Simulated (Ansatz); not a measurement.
in.yaml

```yaml
crystal:
  periodic: [false, false, false]
  atoms:
    - {symbol: N, position_ang: [0.000000, 0.000000, 0.000000]}
    - {symbol: H, position_ang: [0.000000, 0.000000, 1.118000]}
basis:
  gaussian: {orbitals: cc-pVDZ}
total_charge: -1
magnetization: {spin_polarized: false, initial_magnetization: 1}
correlation: {method: fic_mrcisd_q, electrons: outside_noble_gas, active_space: {window: {electrons: 5, orbitals: 5}}}
```

```sh
$ ansatz run in.yaml --threads 1 --pin off --events-out ev --progress --plain --max-ram 2393MiB
```

The program prints:

```
182 factors; integrals over basis functions are off by at most 8.5e-4 eV
mean field evaluation 1: about -1492.0692 eV, gradient 1.4e1 eV
mean field evaluation 2: about -1492.0703 eV, gradient 1.4e1 eV
mean field evaluation 4: about -1492.7258 eV, gradient 1.1e0 eV
mean field evaluation 8: about -1492.7314 eV, gradient 2.9e-4 eV
mean field evaluation 16: about -1492.7314 eV, gradient 4.4e-7 eV
mean field -1492.73138148 eV, -54.8568664599 hartree, gradient 1.4e-6 eV, S^2 0.750000; 2 other end points of the search recorded, 0 dependent functions left out
reference -1492.73138148 eV, -54.8568664599 hartree; 5, 4 occupied and 14, 15 virtual orbitals, 182 factors
state -1493.92553537 eV, -54.9007508056 hartree
contracted CI cycle   1: correlation 0.00000000 eV, 0.0000000000 hartree, residual 1.71e1 eV
contracted CI cycle   2: correlation -3.06169811 eV, -0.1125153304 hartree, residual 2.80e0 eV
contracted CI cycle   3: correlation -3.15401909 eV, -0.1159080638 hartree, residual 6.31e-1 eV
contracted CI cycle   4: correlation -3.15949528 eV, -0.1161093100 hartree, residual 1.98e-1 eV
contracted CI cycle   5: correlation -3.16007789 eV, -0.1161307205 hartree, residual 7.31e-2 eV
contracted CI cycle   6: correlation -3.16015317 eV, -0.1161334871 hartree, residual 2.76e-2 eV
contracted CI cycle   7: correlation -3.16016432 eV, -0.1161338968 hartree, residual 9.94e-3 eV
contracted CI cycle   8: correlation -3.16016583 eV, -0.1161339521 hartree, residual 3.30e-3 eV
contracted CI cycle   9: correlation -3.16016599 eV, -0.1161339582 hartree, residual 1.21e-3 eV
state -1493.92553537 eV, -54.9007508056 hartree; corrected -1497.20543706 eV, -55.0212849698 hartree
Total energy: -1497.20543706 eV, -55.0212849698 hartree
```

Ran on 1 thread of Arm Neoverse V1, shared host: 0.45 s wall, 0.13 GiB peak host memory.
